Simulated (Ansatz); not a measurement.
Ansatz (a first-principles code) input:

Ansatz 0.2 input:
```yaml
crystal:
  periodic: [false, false, false]
  atoms:
    - {symbol: C, position_ang: [-0.02414292, 1.12315603, 0.01877293]}
    - {symbol: S, position_ang: [0.01525850, -0.70984264, -0.01186463]}
    - {symbol: H, position_ang: [-1.05021111, 1.51794223, 0.00835545]}
    - {symbol: H, position_ang: [0.46073541, 1.53526110, 0.91534586]}
    - {symbol: H, position_ang: [0.49019726, 1.56534275, -0.84650488]}
basis:
  gaussian:
    orbitals: def2-TZVPD
hamiltonian:
  xc: {name: wB97M-V}
total_charge: -1
output: {forces: true}
```

Question: Which total energy does the run end on?

Answer: -438.09942 Eh (wB97M-V/def2-TZVPD). The basis has 110 functions.

It need not be the lowest isomer of its formula. Whether it binds its extra electron was not tested at this geometry.
